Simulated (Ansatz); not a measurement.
Geometry optimisation, Ansatz, RKS B3LYP-D4/def2-TZVP.

Input file:

```yaml
crystal:
  periodic: [false, false, false]
  atoms:
    - { symbol: Al, position_ang: [-0.127864, 0.0, -0.972366] }
    - { symbol: F, position_ang: [1.396009, 0.0, 1.481689] }
    - { symbol: H, position_ang: [2.002807, 0.0, 0.778114] }
    - { symbol: H, position_ang: [-1.658853, 0.0, -0.356638] }
basis:
  gaussian: { orbitals: def2-TZVP }
hamiltonian:
  xc: b3lyp
  dispersion: d4
relax:
  f_tol: 0.03
  max_steps: 50
output:
  orbitals: {}
```

Launched with:

```bash
$ ansatz run input.yaml --threads 1 --pin off --max-ram 2048MiB --backend cpu --events-out ev --progress --plain --runs-dir out
```

Where does it end, and by what steps?

The forces met the threshold. After 3 steps the energy has fallen by 0.004 eV; Al1 moved furthest, 0.07 Å.

```csv
step,energy less start (eV),largest force component (eV/Å),accepted
0,0.0000,0.130,yes
1,-0.0017,0.061,yes
2,-0.0018,0.320,yes
3,-0.0038,0.014,yes
```

```xyz
4
Properties=species:S:1:pos:R:3
Al -0.077 0.000 -0.931
F 1.343 0.000 1.445
H 1.957 0.000 0.741
H -1.610 0.000 -0.324
```

Whether the end is a true minimum wasn't checked by a vibrational analysis.

The run took 4.8 s on 1 thread of Arm Neoverse V2 (shared host), peak memory 0.11 GiB.
